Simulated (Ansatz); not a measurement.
CClF$_{2}$ (`F[C](F)Cl`) radical, 4 atoms. The species carries charge 0 and has multiplicity 2. All runs use 2 threads of a server CPU on a shared host. Correlated methods freeze the cores. Open-shell runs search over several starts.

(1) Give the basis size and wall time and peak host memory of each of these runs in Ansatz. UHF-CCSD(T)/def2-SVP energy; UHF-CCSD(T)/def2-TZVPP energy; UKS ωB97M-V/def2-QZVPP energy; direct RPA on PBE orbitals/def2-TZVPP energy; UKS B97M-V/def2-TZVPP energy; UKS PBE0-D4/def2-SVP energy; UKS BLYP-D4/def2-TZVPP energy; UKS PBE0-D4/def2-QZVPP energy; UKS PBE0-D4/def2-TZVP relaxation (5 steps); UKS PBE0-D4/def2-TZVP frequencies; UKS CAM-B3LYP-D4/def2-TZVPP energy; UKS ωB97M-V/def2-SVP energy. (Best estimate.)

Answers

(1) Ansatz gave: Other jobs shared the machine, so times are rough.

```json
{"level": "UKS PBE0-D4/def2-SVP", "job": "energy", "functions": "60", "wall time": "0.7 s", "peak host memory (GiB)": "0.14"}
{"level": "UKS BLYP-D4/def2-TZVPP", "job": "energy", "functions": "135", "wall time": "0.95 s", "peak host memory (GiB)": "0.17"}
{"level": "UKS CAM-B3LYP-D4/def2-TZVPP", "job": "energy", "functions": "135", "wall time": "1.4 s", "peak host memory (GiB)": "0.31"}
{"level": "direct RPA on PBE orbitals/def2-TZVPP", "job": "energy", "functions": "135", "wall time": "1.9 s", "peak host memory (GiB)": "0.24"}
{"level": "UHF-CCSD(T)/def2-SVP", "job": "energy", "functions": "60", "wall time": "2 s", "peak host memory (GiB)": "0.24"}
{"level": "UKS ωB97M-V/def2-SVP", "job": "energy", "functions": "60", "wall time": "2.1 s", "peak host memory (GiB)": "0.25"}
{"level": "UKS B97M-V/def2-TZVPP", "job": "energy", "functions": "135", "wall time": "3.2 s", "peak host memory (GiB)": "0.26"}
{"level": "UKS PBE0-D4/def2-QZVPP", "job": "energy", "functions": "241", "wall time": "3.8 s", "peak host memory (GiB)": "0.61"}
{"level": "UKS ωB97M-V/def2-QZVPP", "job": "energy", "functions": "241", "wall time": "8 s", "peak host memory (GiB)": "0.77"}
{"level": "UKS PBE0-D4/def2-TZVP", "job": "relaxation (5 steps)", "functions": "130", "wall time": "9 s", "peak host memory (GiB)": "0.27"}
{"level": "UHF-CCSD(T)/def2-TZVPP", "job": "energy", "functions": "135", "wall time": "26 s", "peak host memory (GiB)": "2"}
{"level": "UKS PBE0-D4/def2-TZVP", "job": "frequencies", "functions": "130", "wall time": "29 s", "peak host memory (GiB)": "0.28"}
```
